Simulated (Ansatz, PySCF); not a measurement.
Species: methanol, CH$_{4}$O, net charge 0, singlet state. SMILES: CO
Geometry: optimised at B3LYP-D3(BJ)/def2-TZVP (Ansatz, an electronic-structure program).


Wanted: enthalpy of formation at 298 K (from the atomisation energy, B3LYP-D3(BJ)/def2-TZVP harmonic zero-point and thermal terms from PySCF, and the atoms' enthalpies of formation in the G2/97 table; no spin-orbit terms, and no core term in the frozen-core levels), in kcal/mol. Correlated levels leave the core frozen unless marked. Open shells are spin-unrestricted. Spin-orbit coupling is left out. No relativistic terms. The coupled-cluster limit lacks core correlation, which all-electron functionals hold. CBS(X,Y): correlation extrapolated as X^-3; Hartree-Fock from the larger set. The bracket is a focal-point correction in the basis named.

Measured: -48.0 kcal/mol (Active Thermochemical Tables 1.112 (ions: stationary electron), as tabulated in the package chemicals); it holds spin-orbit and relativistic effects, which these rows lack, and core correlation, which the frozen-core levels lack.

Q: Rank these levels by their absolute error against the measured value, smallest first: RI-MP2/CBS(cc-pVTZ,cc-pVQZ)+[CCSD(T)-MP2]/cc-pVDZ (Ansatz); HF/STO-3G (Ansatz); RI-MP2/CBS(def2-TZVPP,def2-QZVPP)+[CCSD(T)-MP2]/def2-TZVPP (Ansatz); HF/6-31G* (Ansatz); HF/cc-pVQZ (Ansatz).

A: RI-MP2/CBS(def2-TZVPP,def2-QZVPP)+[CCSD(T)-MP2]/def2-TZVPP (-48.8 kcal/mol, error -0.8), RI-MP2/CBS(cc-pVTZ,cc-pVQZ)+[CCSD(T)-MP2]/cc-pVDZ (-50.6 kcal/mol, error -2.6), HF/STO-3G (39.2 kcal/mol, error 87.2), HF/cc-pVQZ (95.8 kcal/mol, error 143.8), HF/6-31G* (102.8 kcal/mol, error 150.8)
